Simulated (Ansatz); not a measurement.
We consider rock-salt HfN, described by rVV10 (PAW; Ansatz, a first-principles code).

Run with plane-wave cutoff 500 eV, 16×16×16 k mesh, Fermi–Dirac smearing 0.05 eV, scalar-relativistic PAW data made under PBE.

Computed at the level's own relaxed cell.

**Question.** Give the computed equilibrium volume per atom and lattice constant a.

**Answer.** 
equilibrium volume per atom: 11.99 Å³/atom
lattice constant a: 4.577 Å

Measured, for comparison: equilibrium volume per atom 11.57 Å³/atom, lattice constant a 4.524 Å (room temperature, no zero-point or thermal correction; as tabulated in Seo, Lee, Wen, Petrov, Greene, Gall, J. Appl. Phys. 96, 878 (2004)). Computed (rounded) less measured: equilibrium volume per atom +3.6 %, lattice constant a +1.2 %.

Spin–orbit coupling is not included.

Static lattice: no zero-point or thermal effects.

Computing time: about 30 core-seconds (a rough figure).
